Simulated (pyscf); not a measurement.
Structures and frequencies: ωB97X-D3(BJ)/def2-SVP in PySCF.

SMILES: I[SiH](I)I
```xyz
5

I      2.4199    -0.9742    -0.8273
Si     0.2488    -0.0981    -0.2501
I      0.0173     2.1502    -1.0904
I     -1.4797    -1.5044    -1.1717
H      0.1160    -0.0765     1.2222
```

Task: What are the homolytic bond dissociation enthalpies (298 K) of `[I][SiH]([I])[I]` at ωB97M-D3(BJ)/def2-TZVP, weakest first?

Result: I–Si to I• + I–SiH•–I: 72.2 kcal/mol; H–Si to I–Si•(I)–I + H•: 84.0 kcal/mol. Ring and multiple bonds, and those that leave no two simple radicals, are not listed. Left out: the spin-orbit lowering of I, which is large for Br, Se, Te and I. Elements past Kr carry the def2 core potentials, without spin-orbit coupling.
